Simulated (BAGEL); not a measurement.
**One shape, several levels: C2H4O (oxirane)**

We compute a comparison of 6 runs (HF/3-21G, HF/def2-SVP, HF/pcseg-1, B3LYP/6-31G*, CASCI(4,3)/3-21G, CASCI(4,3)/6-31G) of C2H4O (oxirane). 

The calculation is run with BAGEL 1.2.2.

5 further runs of the same task are left out: 2 that didn't finish, 3 set aside as unsound or not needed.

## (1) The structure to begin with

C2H4O has 7 atoms, charge 0, and is taken as a singlet. As SMILES, `C1CO1`. The coordinates come from a PBE0-D4/def2-TZVP relaxation.

Bond lengths: C1–C2 1.458 Å, C1–O3 1.416 Å, C2–O3 1.416 Å, C1–H4 1.087 Å, C1–H5 1.087 Å, C2–H6 1.087 Å, C2–H7 1.087 Å. Some angles: C1–C2–O3 59.0°, C2–C1–O3 59.0°, C1–O3–C2 62.0°, C1–C2–H6 119.5°, C1–C2–H7 119.5°, O3–C2–H6 115.3°, O3–C2–H7 115.3°, C2–C1–H4 119.5°, C2–C1–H5 119.5°, O3–C1–H4 115.3°.

## (2) The energy at HF/3-21G (run 1)

input.json reads:

```json
{ "bagel": [

{
  "title": "molecule",
  "basis": "3-21g",
  "df_basis": "qzvpp-jkfit",
  "geometry": [
    { "atom": "C", "xyz": [ -1.14233944, -0.51570626, -0.57390982 ] },
    { "atom": "C", "xyz": [  1.22832198,  0.31029303,  0.56124866 ] },
    { "atom": "O", "xyz": [ -0.64231791,  2.07983257, -0.16308336 ] },
    { "atom": "H", "xyz": [ -1.17011842, -1.10492287, -2.54149267 ] },
    { "atom": "H", "xyz": [ -2.60479849, -1.32866644,  0.61775147 ] },
    { "atom": "H", "xyz": [  1.50611172,  0.10355699,  2.58609020 ] },
    { "atom": "H", "xyz": [  2.94079180,  0.32730056, -0.57315393 ] }
  ]
},
{ "title": "hf", "df": false },
{ "title": "print", "file": "orbitals.molden", "orbitals": true }

]}
```

Started as:

```
$ BAGEL_NUM_THREADS=1 BAGEL input.json > input.out
```

Log:

```text
* using 1 threads per process

  ===============================================================
  ===============================================================

  *** Geometry ***

  { "atom" : "C", "xyz" : [     -1.142339,     -0.515706,     -0.573910 ] },
  { "atom" : "C", "xyz" : [      1.228322,      0.310293,      0.561249 ] },
  { "atom" : "O", "xyz" : [     -0.642318,      2.079833,     -0.163083 ] },
  { "atom" : "H", "xyz" : [     -1.170118,     -1.104923,     -2.541493 ] },
  { "atom" : "H", "xyz" : [     -2.604798,     -1.328666,      0.617751 ] },
  { "atom" : "H", "xyz" : [      1.506112,      0.103557,      2.586090 ] },
  { "atom" : "H", "xyz" : [      2.940792,      0.327301,     -0.573154 ] },

  Number of auxiliary basis functions:      299

  Since a DF basis is specified, we compute 2- and 3-index integrals:
    o Being stored without compression. Storage requirement is 0.003 GB

  Number of basis functions:       35
  Number of electrons      :       24

    * METHOD: MOLECULE                             0.05

  *** RHF ***

  === Nuclear Repulsion ===
    75.7073981707

      * DIIS with orbital gradients will be used.

  === RHF iteration (3-21g) ===
      0       -145.17811594          0.08569657           0.02
      1       -150.60148613          0.11196030           0.02
      2       -151.75907893          0.04252246           0.02
      3       -151.97406388          0.01418189           0.02
      4       -151.99512783          0.00265798           0.02
      5       -151.99675264          0.00051900           0.02
      6       -151.99683156          0.00016911           0.02
      7       -151.99683894          0.00006507           0.02
      8       -151.99683981          0.00001994           0.02
      9       -151.99683989          0.00000421           0.02
     10       -151.99683989          0.00000202           0.01
     11       -151.99683989          0.00000082           0.01
     12       -151.99683989          0.00000017           0.01
     13       -151.99683989          0.00000007           0.01
     14       -151.99683989          0.00000002           0.01
     15       -151.99683989          0.00000001           0.01
    * SCF iteration converged.

    * Permanent dipole moment:
           (   -0.306385,     0.975758,    -0.070067) a.u.

    * METHOD: HF                                   0.28

    * METHOD: PRINT                                0.00

  ===============================================================
```

Wall time 0.5 s (1 thread of Arm Neoverse V2, shared host).

## (3) The energy at HF/def2-SVP (run 2)

input.json reads:

```json
{ "bagel" : [

{
  "title" : "molecule",
  "basis" : "svp",
  "df_basis" : "qzvpp-jkfit",
  "angstrom" : "false",
  "geometry" : [
    { "atom" : "C", "xyz" : [ -1.14233944, -0.51570626, -0.57390982 ] },
    { "atom" : "C", "xyz" : [  1.22832198,  0.31029303,  0.56124866 ] },
    { "atom" : "O", "xyz" : [ -0.64231791,  2.07983257, -0.16308336 ] },
    { "atom" : "H", "xyz" : [ -1.17011842, -1.10492287, -2.54149267 ] },
    { "atom" : "H", "xyz" : [ -2.60479849, -1.32866644,  0.61775147 ] },
    { "atom" : "H", "xyz" : [  1.50611172,  0.10355699,  2.58609020 ] },
    { "atom" : "H", "xyz" : [  2.94079180,  0.32730056, -0.57315393 ] }
  ]
},
{
  "title" : "hf",
  "charge" : 0,
  "df" : "false"
},
{
  "title" : "print",
  "file" : "orbitals.molden",
  "orbitals" : "true"
}

]}
```

Started as:

```
$ BAGEL_NUM_THREADS=1 BAGEL input.json > input.out
```

Log:

```text
* using 1 threads per process

  ===============================================================
  ===============================================================

  *** Geometry ***

  { "atom" : "C", "xyz" : [     -1.142339,     -0.515706,     -0.573910 ] },
  { "atom" : "C", "xyz" : [      1.228322,      0.310293,      0.561249 ] },
  { "atom" : "O", "xyz" : [     -0.642318,      2.079833,     -0.163083 ] },
  { "atom" : "H", "xyz" : [     -1.170118,     -1.104923,     -2.541493 ] },
  { "atom" : "H", "xyz" : [     -2.604798,     -1.328666,      0.617751 ] },
  { "atom" : "H", "xyz" : [      1.506112,      0.103557,      2.586090 ] },
  { "atom" : "H", "xyz" : [      2.940792,      0.327301,     -0.573154 ] },

  Number of auxiliary basis functions:      299

  Since a DF basis is specified, we compute 2- and 3-index integrals:
    o Being stored without compression. Storage requirement is 0.009 GB

  Number of basis functions:       62
  Number of electrons      :       24

    * METHOD: MOLECULE                             0.07

  *** RHF ***

  === Nuclear Repulsion ===
    75.7073981707

      * DIIS with orbital gradients will be used.

  === RHF iteration (svp) ===
      0       -140.84754722          0.07097868           0.11
      1       -149.85964365          0.09796411           0.11
      2       -152.23745228          0.04329860           0.11
      3       -152.64855502          0.01910750           0.11
      4       -152.74362257          0.00531755           0.11
      5       -152.75053530          0.00055672           0.11
      6       -152.75068060          0.00014872           0.11
      7       -152.75069487          0.00004780           0.11
      8       -152.75069668          0.00001420           0.11
      9       -152.75069679          0.00000660           0.11
     10       -152.75069681          0.00000188           0.11
     11       -152.75069681          0.00000069           0.10
     12       -152.75069681          0.00000025           0.10
     13       -152.75069681          0.00000010           0.10
     14       -152.75069681          0.00000004           0.10
     15       -152.75069681          0.00000002           0.10
     16       -152.75069681          0.00000001           0.10
    * SCF iteration converged.

    * Permanent dipole moment:
           (   -0.277565,     0.884000,    -0.063477) a.u.

    * METHOD: HF                                   1.89

    * METHOD: PRINT                                0.01

  ===============================================================
```

It took 2.1 s on 1 thread of Arm Neoverse V2, shared host.

Runs 3 to 5 aren't shown in full; the table further down has their settings and results.

## (4) A single-point energy at CASCI(4,3)/6-31G (DC, density fitting with svp-jkfit) (run 6)

calc.json reads:

```json
{ "bagel": [

{
  "title": "molecule",
  "basis": "6-31g",
  "df_basis": "svp-jkfit",
  "angstrom": true,
  "cartesian": true,
  "finite_nucleus": true,
  "geometry": [
    { "atom": "C", "xyz": [      -0.604500,      -0.272900,      -0.303700 ] },
    { "atom": "C", "xyz": [       0.650000,       0.164200,       0.297000 ] },
    { "atom": "O", "xyz": [      -0.339900,       1.100600,      -0.086300 ] },
    { "atom": "H", "xyz": [      -0.619200,      -0.584700,      -1.344900 ] },
    { "atom": "H", "xyz": [      -1.378400,      -0.703100,       0.326900 ] },
    { "atom": "H", "xyz": [       0.797000,       0.054800,       1.368500 ] },
    { "atom": "H", "xyz": [       1.556200,       0.173200,      -0.303300 ] }
  ]
},

{ "title": "hf" },

{ "title": "dhf", "gaunt": false, "breit": false },

{ "title": "zfci", "state": [2, 0, 1], "ncore": 10, "norb": 3, "charge": 0, "gaunt": false, "breit": false }

]}
```

Started as:

```
$ BAGEL_NUM_THREADS=1 BAGEL calc.json > calc.out
```

Log:

```text
* using 1 threads per process

  ===============================================================
  ===============================================================

  Cartesian basis functions are used
  *** Geometry ***

  { "atom" : "C", "xyz" : [     -1.142339,     -0.515706,     -0.573910 ] },
  { "atom" : "C", "xyz" : [      1.228322,      0.310293,      0.561249 ] },
  { "atom" : "O", "xyz" : [     -0.642318,      2.079833,     -0.163083 ] },
  { "atom" : "H", "xyz" : [     -1.170118,     -1.104923,     -2.541493 ] },
  { "atom" : "H", "xyz" : [     -2.604798,     -1.328666,      0.617751 ] },
  { "atom" : "H", "xyz" : [      1.506112,      0.103557,      2.586090 ] },
  { "atom" : "H", "xyz" : [      2.940792,      0.327301,     -0.573154 ] },

[... 25 lines left out ...]
    * Permanent dipole moment:
[... 20 lines left out ...]
imaginary part of energy is nonzero!! Perhaps Fock is not Hermite for some reasons 1.783158609e-11
[... 7 lines left out ...]
imaginary part of energy is nonzero!! Perhaps Fock is not Hermite for some reasons 5.218665051e-11
[... 38 lines left out ...]
                 * error                                       0.00
[... 8 lines left out ...]
                 * error                                       0.00
[... 9 lines left out ...]
                 * error                                       0.00
[... 10 lines left out ...]
                 * error                                       0.00
[... 10 lines left out ...]
                 * error                                       0.00
[... 18 lines left out ...]
     * ci vector, state   3
[... 10 lines left out ...]
     * ci vector, state   2
[... 5 lines left out ...]
     * ci vector, state   3
       2ab  (0.2149045375,0.1060798965)
       2ba  (0.0038794599,0.2396285018)
       a2b  (-0.0865257206,-0.1580527144)
       b2a  (-0.0010609885,-0.1801837618)

     * ci vector, state   4
       2ba  (0.5909891037,-0.0111589245)
       2ab  (-0.2714901349,0.5250578311)
       a2b  (0.3454912768,-0.1765966967)
       b2a  (-0.3879438464,0.0070825506)

     * ci vector, state   0

     * ci vector, state   1
       2aa  (-0.5297288054,0.1923102891)
       a2a  (0.4097882389,0.1148441348)

     * ci vector, state   2
       2aa  (-0.0384350796,-0.2393317170)
       a2a  (-0.0789813146,0.1617466322)

     * ci vector, state   3
       2aa  (0.1536178698,0.4846337968)
       a2a  (0.1214596814,-0.3699657957)

     * ci vector, state   4

    * METHOD: ZFCI                                 0.86

  ===============================================================
```

Run time: 8.1 s. Hardware: 1 thread of Arm Neoverse V2, shared host; peak memory 0.17 GiB.

The roots found:

| excited state | energy (eV) |
| --- | --- |
| 1 | 11.795 |
| 2 | 11.795 |
| 3 | 11.795 |
| 4 | 12.254 |

## (5) All runs side by side

| run | level | integral approximation | Cartesian functions | energy (Eh) | dipole moment (D) | wall time |
| --- | --- | --- | --- | --- | --- | --- |
| 1 | HF/3-21G | none | no | -151.996840 | 2.61 | 0.5 s |
| 2 | HF/def2-SVP | none | no | -152.750697 | 2.36 | 2.1 s |
| 3 | HF/pcseg-1 (DC, density fitting with qzvpp-jkfit, Cartesian functions) | qzvpp-jkfit | yes | -152.914338 | 2.48 | 11 s |
| 4 | B3LYP/6-31G* (density fitting with qzvpp-jkfit, spherical functions) | qzvpp-jkfit | no | -153.783053 | 1.90 | 4.8 s |
| 5 | CASCI(4,3)/3-21G (DC, density fitting with svp-jkfit) | svp-jkfit | no | -152.074447 | – | 7.2 s |
| 6 | CASCI(4,3)/6-31G (DC, density fitting with svp-jkfit) | svp-jkfit | yes | -152.868436 | – | 8.1 s |

## (6) Outcome

| quantity | value |
| --- | --- |
| run 6: total energy | -152.86844 Eh |
| run 6: lowest excitation energy within this active space | 11.80 eV |

In words: Over runs 1, 2, 3, 4 the dipole moment (its size) runs from 1.90 D (B3LYP/6-31G*) to 2.61 D (HF/3-21G). The two ends differ in method and basis. All runs together took 34 s, the longest 11 s.
